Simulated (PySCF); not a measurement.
## Worked example: GeO⁺, sextet against GeO⁺, quartet

Geometry (PBE0/def2-TZVP stationary point of a quartet), kept for both states (GeO⁺, quartet: Π; GeO⁺, sextet: Σ⁺):

| atom | x (Å) | y (Å) | z (Å) |
| --- | --- | --- | --- |
| Ge | 0.0000 | 0.0000 | 0.0000 |
| O | 0.0000 | 0.0000 | 2.4234 |

Basis cc-pVDZ; PySCF 2.14.0. Only valence electrons are correlated (noble-gas cores and the filled d shells of p-block atoms frozen). Prefix R: restricted or restricted open-shell reference. No spin–orbit coupling is included, and no scalar relativity.

Full CI isn't at hand for all of this; RCCSDT serves as the reference. It lacks quadruple excitations, which often exceed the step from CCSD(T) to CCSDT.

```json
{"level": "RCCSD(T)", "E(GeO⁺, quartet) (hartree)": "-2149.993998", "E(GeO⁺, sextet) (hartree)": "-2149.826403"}
{"level": "PBE", "E(GeO⁺, quartet) (hartree)": "-2151.296727", "E(GeO⁺, sextet) (hartree)": "-2151.118296"}
{"level": "wB97M-V", "E(GeO⁺, quartet) (hartree)": "-2151.568557", "E(GeO⁺, sextet) (hartree)": "-2151.382697"}
{"level": "RCCSDT", "E(GeO⁺, quartet) (hartree)": "-2149.994713", "E(GeO⁺, sextet) (hartree)": "-2149.827183"}
```

**Question.** Give the vertical gap, GeO⁺ sextet less GeO⁺ quartet, at each level in eV (1 hartree = 27.2114 eV), and each error against RCCSDT.

**Answer.** RCCSDT: (-2149.827183 − (-2149.994713)) × 27.2114 = 4.559 eV (the reference)
wB97M-V: (-2151.382697 − (-2151.568557)) × 27.2114 = 5.058 eV, error 0.499 eV
PBE: (-2151.118296 − (-2151.296727)) × 27.2114 = 4.855 eV, error 0.296 eV
RCCSD(T): (-2149.826403 − (-2149.993998)) × 27.2114 = 4.560 eV, error 0.001 eV

Total energies of functionals can't be set beside those of wave-function methods, since they hold the core's correlation and their own absolute errors; only the differences compare.

In so small a basis the reference is far from its limit while semilocal and hybrid functionals are nearer theirs, so the functionals' errors here hold much of the reference's basis and frozen-core error, which can add to them or hide them.

Each level lands on the state that its own search finds. T1 diagnostics of restricted CCSD: 0.022 and 0.051.
